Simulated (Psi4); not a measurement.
# B3LYP/def2-SVPD run of C2H5S− (SMILES CC[S-])

Aim: the energy change on altering one bond length of C2H5S− at B3LYP/def2-SVPD, from 2 runs. 

The calculation is run with Psi4 1.11.

1 further run of the same task is left out (set aside as unsound or not needed).

## 1. The structure to begin with

C2H5S−: 8 atoms, total charge -1, spin state singlet. As SMILES, `CC[S-]`. The coordinates come from a GFN2-xTB relaxation.

Bond lengths: C1–C2 1.525 Å, C2–S3 1.807 Å, C1–H4 1.096 Å, C1–H5 1.090 Å, C1–H6 1.090 Å, C2–H7 1.101 Å, C2–H8 1.101 Å. Some angles: C1–C2–S3 112.3°, C1–C2–H7 109.5°, C1–C2–H8 109.5°, S3–C2–H7 108.9°, S3–C2–H8 108.9°, C2–C1–H4 111.6°, C2–C1–H5 109.8°, C2–C1–H6 109.7°, H7–C2–H8 107.6°, H4–C1–H5 108.9°.

## 2. Energy and forces at B3LYP/def2-SVPD

File c2h5s.xyz:

```xyz
8
C2H5S
C     -0.453040     0.584170    -0.309170
C      0.298160    -0.621310     0.245270
S      1.920630    -0.175280     0.904290
H     -1.435210     0.299680    -0.704970
H      0.128360     1.045190    -1.107230
H     -0.591690     1.325270     0.477650
H      0.429460    -1.369720    -0.551380
H     -0.296670    -1.088010     1.045540
```

File job.py:

```python
import psi4

psi4.set_memory('1600 MB')
psi4.set_num_threads(1)
psi4.set_output_file('psi4.out', False)

with open('c2h5s.xyz') as f:
    atoms = ''.join(f.readlines()[2:])
m = psi4.geometry('-1 1\n' + atoms + 'symmetry c1\nno_reorient\nno_com')

options = {'basis': 'def2-SVPD', 'puream': True, 'e_convergence': 1e-09, 'd_convergence': 1e-08, 'scf_type': 'pk', 'dft_radial_points': 99, 'dft_spherical_points': 590}
psi4.set_options(options)

e_tot, wfn = psi4.gradient('b3lyp', molecule=m, return_wfn=True)
print('gradient / Eh bohr^-1')
print(e_tot.np.round(6))
print(f'energy = {wfn.energy():.10f} Eh')
for k, v in sorted(psi4.core.scalar_variables().items()):
    print(f'{k:45s} {v:18.10f}')
```

Launch:

```
$ python job.py
```

psi4.out:

```text
[...]
  Running in c1 symmetry.
[...]
  Nuclear repulsion =   98.189543654647096
[...]
  Multiplicity = 1
[...]
  Nalpha       = 17
  Nbeta        = 17
[...]
    Number of basis functions: 107
[...]
   @RKS iter   1:  -476.88449598049255   -1.36964e-01   7.59111e-03 DIIS/ADIIS
[...]
   @RKS iter  12:  -477.28962842290883   -2.44427e-12   2.88960e-09 DIIS
[...]
    Orbital Energies [Eh]
    ---------------------
    Doubly Occupied:
       1A    -88.568731     2A    -10.017559     3A    -10.015051
       4A     -7.659497     5A     -5.629698     6A     -5.621970
       7A     -5.621751     8A     -0.591614     9A     -0.470876
      10A     -0.368038    11A     -0.277832    12A     -0.251587
      13A     -0.202892    14A     -0.184106    15A     -0.115694
      16A      0.010399    17A      0.012229
[...]
  @RKS Final Energy:  -477.28962842290883
   => Energetics <=
    Nuclear Repulsion Energy =             98.1895436546470961
    One-Electron Energy =                -857.5896728630378902
    Two-Electron Energy =                 313.2419815000956760
    DFT Exchange-Correlation Energy =     -31.1314807146136765
    Empirical Dispersion Energy =           0.0000000000000000
    VV10 Nonlocal Energy =                  0.0000000000000000
    Total Energy =                       -477.2896284229088337
[...]
 Multipole Moments:
 ------------------------------------------------------------------------------------
     Multipole            Electronic (a.u.)      Nuclear  (a.u.)        Total (a.u.)
 ------------------------------------------------------------------------------------
 L = 1.  Multiply by 2.5417464519 to convert [e a0] to [Debye]
 Dipole X            :        -56.3673576           52.9785664           -3.3887912
 Dipole Y            :          5.4984481           -5.3194090            0.1790391
 Dipole Z            :        -26.6017020           25.0291391           -1.5725629
 Magnitude           :                                                    3.7401757
[...]
  -Total Gradient:
     Atom            X                  Y                   Z
    ------   -----------------  -----------------  -----------------
       1        0.000923512313     0.006554718461    -0.000792014951
       2        0.002400616806    -0.000438540734     0.001179784107
       3       -0.015702729803    -0.002667578333    -0.006669355442
       4        0.008087250053     0.001184140941     0.003479475573
       5       -0.003475836194    -0.003797869604     0.004954494746
       6        0.000821216880    -0.005466046552    -0.004502317284
       7        0.003044957459     0.002491539101     0.002112409616
       8        0.003901413352     0.002136478803     0.000238264307
[...]
```

The script printed:

```text
gradient / Eh bohr^-1
[[ 0.000924  0.006555 -0.000792]
 [ 0.002401 -0.000439  0.00118 ]
 [-0.015703 -0.002668 -0.006669]
 [ 0.008087  0.001184  0.003479]
 [-0.003476 -0.003798  0.004954]
 [ 0.000821 -0.005466 -0.004502]
 [ 0.003045  0.002492  0.002112]
 [ 0.003901  0.002136  0.000238]]
energy = -477.2896284229 Eh
CURRENT ENERGY                                   -477.2896284229
CURRENT REFERENCE ENERGY                         -477.2896284229
DD SOLVATION ENERGY                                 0.0000000000
DFT FUNCTIONAL TOTAL ENERGY                      -477.2896284229
DFT TOTAL ENERGY                                 -477.2896284229
DFT VV10 ENERGY                                     0.0000000000
DFT XC ENERGY                                     -31.1314807146
GRID ELECTRONS ALPHA                               16.9999992647
GRID ELECTRONS BETA                                16.9999992647
GRID ELECTRONS TOTAL                               33.9999985294
NUCLEAR REPULSION ENERGY                           98.1895436546
ONE-ELECTRON ENERGY                              -857.5896728630
PCM POLARIZATION ENERGY                             0.0000000000
PE ENERGY                                           0.0000000000
SCF ITERATION ENERGY                             -477.2896284229
SCF ITERATIONS                                     12.0000000000
SCF TOTAL ENERGY                                 -477.2896284229
TWO-ELECTRON ENERGY                               313.2419815001
XC GRID RADIAL POINTS                              99.0000000000
XC GRID SPHERICAL POINTS                          590.0000000000
XC GRID TOTAL POINTS                           445720.0000000000
```

It took 21 s on 1 thread of Intel Xeon 6975P-C (Granite Rapids), shared host; peak memory 0.61 GiB.

## 3. The distorted shape

File c2h5s.in:

```
memory 1600 MB

molecule m {
  -1 1
  C
  C 1 R2
  S 2 R3 1 A3
  H 1 R4 2 A4 3 D4
  H 1 R5 4 A5 2 D5
  H 1 R6 5 A6 4 D6
  H 2 R7 1 A7 5 D7
  H 2 R8 7 A8 1 D8

  R2 = 1.524758
  R3 = 1.807113
  A3 = 112.32132
  R4 = 1.096472
  A4 = 111.55784
  D4 = -179.97053
  R5 = 1.089709
  A5 = 108.86398
  D5 = 121.26214
  R6 = 1.9615
  A6 = 107.99597
  D6 = -118.03489
  R7 = 1.100913
  A7 = 109.45636
  D7 = -61.85944
  R8 = 1.100938
  A8 = 107.59356
  D8 = 118.87009
  symmetry c1
}

set {
  puream               true
  e_convergence        1e-09
  d_convergence        1e-08
  scf_type             pk
  dft_radial_points    99
  dft_spherical_points 590
}

e, wfn = gradient("b3lyp/def2-SVPD", return_wfn=True)
oeprop(wfn, "MULLIKEN_CHARGES", "WIBERG_LOWDIN_INDICES", "LOWDIN_CHARGES", title="B3LYP")
print_variables()
```

Launch:

```
$ psi4 c2h5s.in c2h5s.out -n 1
```

c2h5s.out, shortened:

```text
[...]
  Running in c1 symmetry.
[...]
  Nuclear repulsion =   95.931868278551249
[...]
  Multiplicity = 1
[...]
  Nalpha       = 17
  Nbeta        = 17
[...]
    Number of basis functions: 107
[...]
   @RKS iter   1:  -476.63067687258683   -9.84889e-02   8.25137e-03 DIIS/ADIIS
[...]
   @RKS iter  14:  -477.17322027341447   -3.46745e-12   2.71479e-09 DIIS
[...]
  @RKS Final Energy:  -477.17322027341447
   => Energetics <=
    Nuclear Repulsion Energy =             95.9318682785512493
    One-Electron Energy =                -852.7030517479321361
    Two-Electron Energy =                 310.5906581599552396
    DFT Exchange-Correlation Energy =     -30.9926949639888569
    Empirical Dispersion Energy =           0.0000000000000000
    VV10 Nonlocal Energy =                  0.0000000000000000
    Total Energy =                       -477.1732202734144721
[...]
 Multipole Moments:
 ------------------------------------------------------------------------------------
     Multipole            Electronic (a.u.)      Nuclear  (a.u.)        Total (a.u.)
 ------------------------------------------------------------------------------------
 L = 1.  Multiply by 2.5417464519 to convert [e a0] to [Debye]
 Dipole X            :         -1.0778873            0.6062215           -0.4716658
 Dipole Y            :         -3.1046210            4.6231404            1.5185193
 Dipole Z            :          4.2318845           -4.7975153           -0.5656309
 Magnitude           :                                                    1.6876930
[...]
  -Total Gradient:
     Atom            X                  Y                   Z
    ------   -----------------  -----------------  -----------------
       1       -0.025881166487     0.005974638538    -0.003933545231
       2       -0.023070478620     0.013815961973     0.015771483910
       3        0.003329040158     0.011633959890    -0.012191660927
       4       -0.010407456000    -0.002760883958     0.008631768659
       5       -0.005087916016     0.012116275329     0.008640038079
       6        0.054917240732    -0.031887655741    -0.021728527872
       7        0.005380969162    -0.004024555968     0.004835882871
       8        0.000821490198    -0.004869084593    -0.000029007612
[...]
  Mulliken Charges: (a.u.)
   Center  Symbol    Alpha    Beta     Spin     Total
       1     C     2.86313  2.86313  0.00000  0.27373
[...]
```

Run time: 24 s. Hardware: 1 thread of Intel Xeon 6975P-C (Granite Rapids), shared host; peak memory 0.63 GiB.

## 4. Results

Level: B3LYP/def2-SVPD.

| quantity | value |
| --- | --- |
| first shape: total energy | -477.28963 Eh |
| first shape: HOMO energy | 0.33 eV |
| first shape: LUMO energy | 4.35 eV |
| first shape: HOMO–LUMO gap (to an unbound level, set by the basis) | 4.02 eV |
| first shape: largest force on an atom | 0.888 eV/Å |
| distorted shape: total energy | -477.17322 Eh |
| distorted shape: HOMO energy | 0.09 eV |
| distorted shape: LUMO energy | 2.44 eV |
| distorted shape: HOMO–LUMO gap (to an unbound level, set by the basis) | 2.35 eV |
| distorted shape: largest force on an atom | 3.451 eV/Å |
| energy change with the C1–H6 bond stretched from 1.090 to 1.962 Å | 3.168 eV |

With the C1–H6 bond stretched from 1.090 to 1.962 Å the energy rises by 3.17 eV (73 kcal/mol). The first shape isn't relaxed at this level, so the change isn't measured from a minimum. The largest force (first shape) is 0.89 eV/Å: the shape isn't a stationary point for this species at this level. The HOMO (first shape) lies at positive energy, 0.33 eV; only total energies tell whether the electron is bound. The HOMO (distorted shape) lies at positive energy, 0.09 eV; only total energies tell whether the electron is bound.
